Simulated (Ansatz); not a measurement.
Born–Oppenheimer molecular dynamics of FH$_{6}$PSi (9 atoms, charge 0, multiplicity 1). It starts at the highest image of a converged band. Of that band: Neighbouring images differ by up to 2.1 eV, so the band resolves the path poorly. A vibrational analysis at the climbing image gives one clearly imaginary mode, 1021i cm⁻¹: a first-order saddle point.

These are results of Ansatz, RKS PBE/def2-SVP, not measurements.

| Quantity | Value |
| --- | --- |
| ensemble | NVE (velocity Verlet) |
| time step | 0.5 fs |
| steps asked | 200 |
| starting velocities drawn for | 100 K |
| seed | 4898 |

First frame:

```xyz
9
Properties=species:S:1:pos:R:3
Si -0.170 0.084 -0.048
H 0.092 0.355 1.580
H 0.934 -0.927 0.023
H 0.033 1.540 -0.304
F -0.936 -0.472 -1.414
P -2.664 -0.227 0.792
H -2.486 -1.656 0.833
H -2.668 -0.134 2.238
H -1.020 0.019 1.390
```

**Question.** How far do the bonds stretch over the last three quarters of this one trajectory? (Pairs bonded in most of those frames.)

**Answer.** 
```tsv
bond	mean (Å)	spread (Å)	shortest	longest
Si1–H2	1.516	0.031	1.46	1.57
Si1–H3	1.508	0.007	1.49	1.52
Si1–H4	1.505	0.015	1.48	1.54
Si1–F5	1.673	0.025	1.62	1.70
P6–H7	1.451	0.010	1.43	1.47
P6–H8	1.450	0.003	1.45	1.46
P6–H9	1.459	0.030	1.40	1.52
```

Mean temperature of the second half: 2164 K. The conserved energy stayed within 0.033 meV per atom of its start (net change 0.0094 meV per atom), so the integration is sound. The kinetic energy rose, since the run started high on the potential surface and went downhill. It ends in pieces (FH3Si + H3P), so much of that is their flight and rotation, not heat. A run of 0.1 ps of so small a system gives no equilibrium averages. The orbitals stay closed-shell, which can raise the energy where a bond breaks towards radicals; this wasn't checked here.

The run took 5.8 min on 1 thread of Arm Neoverse V2 (shared host), peak memory 0.16 GiB.
